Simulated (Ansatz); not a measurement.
The inner images of a band of ClH3Si + H (6 atoms, charge 0, multiplicity 2) are given out of order.

Computed with Ansatz 0.2.0, UKS PBE0-D4/6-31G*.

Initial state:

```xyz
6
Properties=species:S:1:pos:R:3
H -0.430 0.298 0.679
Si 0.537 -0.340 -0.248
Cl -0.094 -0.013 -2.187
H -2.490 1.600 1.848
H 1.884 0.259 -0.082
H 0.593 -1.803 -0.009
```

Final state:

```xyz
6
Properties=species:S:1:pos:R:3
H -1.619 1.055 1.440
Si 0.812 -0.514 -0.371
Cl -0.028 -0.054 -2.200
H -2.215 1.429 1.679
H 2.177 0.081 -0.313
H 0.872 -1.997 -0.236
```

Q: Put them in order from the first end to the last, with their energies above the first end.
A.
```xyz
6
Properties=species:S:1:pos:R:3
H -1.038 0.679 0.986
Si 0.460 -0.294 -0.250
Cl -0.093 -0.016 -2.217
H -1.580 1.031 1.415
H 1.778 0.346 -0.002
H 0.474 -1.746 0.068
```
B.
```xyz
6
Properties=species:S:1:pos:R:3
H -1.254 0.819 1.165
Si 0.556 -0.355 -0.321
Cl 0.010 -0.082 -2.294
H -1.785 1.161 1.569
H 1.889 0.271 -0.096
H 0.585 -1.815 -0.024
```
C.
```xyz
6
Properties=species:S:1:pos:R:3
H -0.577 0.383 0.639
Si 0.444 -0.282 -0.211
Cl -0.095 -0.013 -2.187
H -2.040 1.320 1.670
H 1.779 0.330 0.010
H 0.489 -1.738 0.079
```
D.
```xyz
6
Properties=species:S:1:pos:R:3
H -1.488 0.966 1.288
Si 0.674 -0.427 -0.374
Cl 0.070 -0.120 -2.326
H -1.991 1.293 1.730
H 2.021 0.184 -0.197
H 0.713 -1.895 -0.120
```
E.
```xyz
6
Properties=species:S:1:pos:R:3
H -0.721 0.472 0.711
Si 0.365 -0.233 -0.172
Cl -0.139 0.015 -2.156
H -1.602 1.044 1.418
H 1.694 0.387 0.065
H 0.403 -1.685 0.134
```

A: C (+0.5 kcal/mol), E (+2.9 kcal/mol), A (-8.0 kcal/mol), B (-11.4 kcal/mol), D (-12.4 kcal/mol).

Time of the run: 48 s on 1 thread of Intel(R) Xeon(R) 6975P-C (Granite Rapids), with other jobs on the host, peak memory 0.13 GiB.
